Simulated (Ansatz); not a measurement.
A run of Ansatz (development build ahead of 0.2.0) on singlet BO(+) at this shape:

```csv
atom,x (Å),y (Å),z (Å)
B,0.0000,0.0000,0.0000
O,0.0000,0.0000,1.3255
```

Its results:

* Converged: yes
* Reference energy: -99.00968 hartree
* Correlation energy: -0.16957 hartree
* Total energy: -99.17925 hartree
* Spin squared of the determinant: 1.024
* Stability test: minimum
* Occupied orbitals by symmetry in an Abelian subgroup (alpha; beta): 4 A1 1 B1 1 B2; 5 A1 1 B2

Messages of the program:
```
mean field -2694.19057936 eV, -99.0096776036 hartree, gradient 2.3e-6 eV, S^2 1.023869; 21 other ends of a descent, 0 dependent functions left out
```

Q: Which input gives this output? Name the method, the orbitals and the basis set, and write the input.

A: UHF-MP2 in def2-SVP.

```yaml
crystal:
  periodic: [false, false, false]
  atoms:
    - { symbol: B, position_ang: [0.0, 0.0, 0.0] }
    - { symbol: O, position_ang: [0.0, 0.0, 1.3255] }
basis:
  gaussian: { orbitals: def2-SVP }
total_charge: 1
magnetization:
  spin_polarized: true
hamiltonian:
  xc: hf
correlation:
  method: mp2
  frozen_orbitals: { B: 1, O: 1 }
```

Caution: the unrestricted determinant is a mixture of spin states; a plain start can end on a higher determinant; another reference gives a lower total.
